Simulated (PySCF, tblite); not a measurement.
Dissociation curve of CH6Si, SMILES C[SiH3]. The C1–Si5 bond (C1 also carries H, H, H; Si5 carries H, H, H) is stretched with both fragments frozen at the PBE0/def2-TZVP optimised geometry.

- GFN2-xTB, 300 K electronic temperature (tblite)
- UKS-B3LYP/6-311+G** = unrestricted B3LYP/6-311+G**, spherical d in PySCF
- UHF/3-21G = unrestricted Hartree-Fock/3-21G run with PySCF
- UCCSD(T) = CCSD(T) on UHF/cc-pVDZ, 6 core orbitals frozen in PySCF 2.14.0

Energies relative to the lowest point of each curve near equilibrium, in kJ/mol; the last columns give the difference from UCCSD(T):

```json
[
 {"R / Å": "1.40", "GFN2-xTB": "839.0", "UKS-B3LYP/6-311+G**": "459.1", "UHF/3-21G": "554.9", "UCCSD(T)": "493.1", "GFN2-xTB − UCCSD(T)": "345.9", "UKS-B3LYP/6-311+G** − UCCSD(T)": "-34.0", "UHF/3-21G − UCCSD(T)": "61.7"},
 {"R / Å": "1.51", "GFN2-xTB": "370.0", "UKS-B3LYP/6-311+G**": "223.4", "UHF/3-21G": "284.5", "UCCSD(T)": "245.1", "GFN2-xTB − UCCSD(T)": "125.0", "UKS-B3LYP/6-311+G** − UCCSD(T)": "-21.6", "UHF/3-21G − UCCSD(T)": "39.4"},
 {"R / Å": "1.58", "GFN2-xTB": "205.0", "UKS-B3LYP/6-311+G**": "130.4", "UHF/3-21G": "173.6", "UCCSD(T)": "145.9", "GFN2-xTB − UCCSD(T)": "59.2", "UKS-B3LYP/6-311+G** − UCCSD(T)": "-15.5", "UHF/3-21G − UCCSD(T)": "27.8"},
 {"R / Å": "1.68", "GFN2-xTB": "74.0", "UKS-B3LYP/6-311+G**": "49.6", "UHF/3-21G": "73.0", "UCCSD(T)": "58.1", "GFN2-xTB − UCCSD(T)": "15.9", "UKS-B3LYP/6-311+G** − UCCSD(T)": "-8.5", "UHF/3-21G − UCCSD(T)": "14.9"},
 {"R / Å": "1.76", "GFN2-xTB": "23.9", "UKS-B3LYP/6-311+G**": "16.1", "UHF/3-21G": "28.2", "UCCSD(T)": "20.5", "GFN2-xTB − UCCSD(T)": "3.4", "UKS-B3LYP/6-311+G** − UCCSD(T)": "-4.5", "UHF/3-21G − UCCSD(T)": "7.6"},
 {"R / Å": "1.83", "GFN2-xTB": "4.5", "UKS-B3LYP/6-311+G**": "2.6", "UHF/3-21G": "7.7", "UCCSD(T)": "4.4", "GFN2-xTB − UCCSD(T)": "0.0", "UKS-B3LYP/6-311+G** − UCCSD(T)": "-1.8", "UHF/3-21G − UCCSD(T)": "3.2"},
 {"R / Å": "1.87", "GFN2-xTB": "0.3", "UKS-B3LYP/6-311+G**": "0.0", "UHF/3-21G": "2.0", "UCCSD(T)": "0.6", "GFN2-xTB − UCCSD(T)": "-0.3", "UKS-B3LYP/6-311+G** − UCCSD(T)": "-0.6", "UHF/3-21G − UCCSD(T)": "1.4"},
 {"R / Å": "1.91", "GFN2-xTB": "0.0", "UKS-B3LYP/6-311+G**": "0.3", "UHF/3-21G": "0.0", "UCCSD(T)": "0.0", "GFN2-xTB − UCCSD(T)": "0.0", "UKS-B3LYP/6-311+G** − UCCSD(T)": "0.3", "UHF/3-21G − UCCSD(T)": "0.0"},
 {"R / Å": "1.97", "GFN2-xTB": "4.9", "UKS-B3LYP/6-311+G**": "5.2", "UHF/3-21G": "2.5", "UCCSD(T)": "3.8", "GFN2-xTB − UCCSD(T)": "1.1", "UKS-B3LYP/6-311+G** − UCCSD(T)": "1.4", "UHF/3-21G − UCCSD(T)": "-1.3"},
 {"R / Å": "2.08", "GFN2-xTB": "25.3", "UKS-B3LYP/6-311+G**": "24.4", "UHF/3-21G": "20.1", "UCCSD(T)": "21.9", "GFN2-xTB − UCCSD(T)": "3.4", "UKS-B3LYP/6-311+G** − UCCSD(T)": "2.6", "UHF/3-21G − UCCSD(T)": "-1.8"},
 {"R / Å": "2.19", "GFN2-xTB": "54.1", "UKS-B3LYP/6-311+G**": "52.0", "UHF/3-21G": "48.7", "UCCSD(T)": "49.0", "GFN2-xTB − UCCSD(T)": "5.2", "UKS-B3LYP/6-311+G** − UCCSD(T)": "3.0", "UHF/3-21G − UCCSD(T)": "-0.3"},
 {"R / Å": "2.33", "GFN2-xTB": "96.4", "UKS-B3LYP/6-311+G**": "93.0", "UHF/3-21G": "94.0", "UCCSD(T)": "90.0", "GFN2-xTB − UCCSD(T)": "6.5", "UKS-B3LYP/6-311+G** − UCCSD(T)": "3.0", "UHF/3-21G − UCCSD(T)": "4.0"},
 {"R / Å": "2.51", "GFN2-xTB": "154.2", "UKS-B3LYP/6-311+G**": "148.7", "UHF/3-21G": "158.6", "UCCSD(T)": "145.8", "GFN2-xTB − UCCSD(T)": "8.4", "UKS-B3LYP/6-311+G** − UCCSD(T)": "3.0", "UHF/3-21G − UCCSD(T)": "12.8"},
 {"R / Å": "2.84", "GFN2-xTB": "254.8", "UKS-B3LYP/6-311+G**": "245.0", "UHF/3-21G": "246.4", "UCCSD(T)": "244.2", "GFN2-xTB − UCCSD(T)": "10.6", "UKS-B3LYP/6-311+G** − UCCSD(T)": "0.8", "UHF/3-21G − UCCSD(T)": "2.2"},
 {"R / Å": "3.08", "GFN2-xTB": "314.8", "UKS-B3LYP/6-311+G**": "304.9", "UHF/3-21G": "274.6", "UCCSD(T)": "302.9", "GFN2-xTB − UCCSD(T)": "11.9", "UKS-B3LYP/6-311+G** − UCCSD(T)": "2.0", "UHF/3-21G − UCCSD(T)": "-28.3"},
 {"R / Å": "3.36", "GFN2-xTB": "367.7", "UKS-B3LYP/6-311+G**": "350.0", "UHF/3-21G": "290.9", "UCCSD(T)": "350.6", "GFN2-xTB − UCCSD(T)": "17.2", "UKS-B3LYP/6-311+G** − UCCSD(T)": "-0.6", "UHF/3-21G − UCCSD(T)": "-59.7"},
 {"R / Å": "3.79", "GFN2-xTB": "417.4", "UKS-B3LYP/6-311+G**": "380.3", "UHF/3-21G": "301.4", "UCCSD(T)": "379.7", "GFN2-xTB − UCCSD(T)": "37.7", "UKS-B3LYP/6-311+G** − UCCSD(T)": "0.6", "UHF/3-21G − UCCSD(T)": "-78.4"},
 {"R / Å": "4.07", "GFN2-xTB": "434.7", "UKS-B3LYP/6-311+G**": "388.7", "UHF/3-21G": "304.3", "UCCSD(T)": "385.4", "GFN2-xTB − UCCSD(T)": "49.3", "UKS-B3LYP/6-311+G** − UCCSD(T)": "3.3", "UHF/3-21G − UCCSD(T)": "-81.1"},
 {"R / Å": "4.53", "GFN2-xTB": "447.2", "UKS-B3LYP/6-311+G**": "—", "UHF/3-21G": "306.7", "UCCSD(T)": "388.8", "GFN2-xTB − UCCSD(T)": "58.4", "UKS-B3LYP/6-311+G** − UCCSD(T)": "—", "UHF/3-21G − UCCSD(T)": "-82.1"},
 {"R / Å": "5.09", "GFN2-xTB": "451.0", "UKS-B3LYP/6-311+G**": "—", "UHF/3-21G": "307.8", "UCCSD(T)": "390.1", "GFN2-xTB − UCCSD(T)": "60.9", "UKS-B3LYP/6-311+G** − UCCSD(T)": "—", "UHF/3-21G − UCCSD(T)": "-82.3"},
 {"R / Å": "5.55", "GFN2-xTB": "452.2", "UKS-B3LYP/6-311+G**": "—", "UHF/3-21G": "308.2", "UCCSD(T)": "390.5", "GFN2-xTB − UCCSD(T)": "61.7", "UKS-B3LYP/6-311+G** − UCCSD(T)": "—", "UHF/3-21G − UCCSD(T)": "-82.3"},
 {"R / Å": "6.47", "GFN2-xTB": "453.7", "UKS-B3LYP/6-311+G**": "—", "UHF/3-21G": "308.3", "UCCSD(T)": "390.7", "GFN2-xTB − UCCSD(T)": "62.9", "UKS-B3LYP/6-311+G** − UCCSD(T)": "—", "UHF/3-21G − UCCSD(T)": "-82.4"}
]
```

GFN2-xTB is furthest from UCCSD(T) at 1.40 (345.9 kJ/mol, above); its mean absolute difference over the points is 42.9 kJ/mol.

UKS-B3LYP/6-311+G** is furthest from UCCSD(T) at 1.40 (-34.0 kJ/mol, below); its mean absolute difference over the points is 6.0 kJ/mol.

UHF/3-21G is furthest from UCCSD(T) at 6.47 (-82.4 kJ/mol, below); its mean absolute difference over the points is 34.3 kJ/mol.

A dash means that the run gave no value there, or that the column was ended at a point which the program doubted or which failed a test of continuity chosen for this set; such a test can also cut sound points.

The unrestricted solution behind UKS-B3LYP/6-311+G** changes between 4.07 and 4.53 Å, which can leave a kink. The unrestricted determinant behind UKS-B3LYP/6-311+G** is spin-contaminated at 3.08 to 4.07 Å (<S²> up to 0.9, against 0.00 for a pure singlet). The unrestricted determinant behind UHF/3-21G, UCCSD(T) is spin-contaminated at 2.84 to 6.47 Å (<S²> up to 1.0, against 0.00 for a pure singlet).
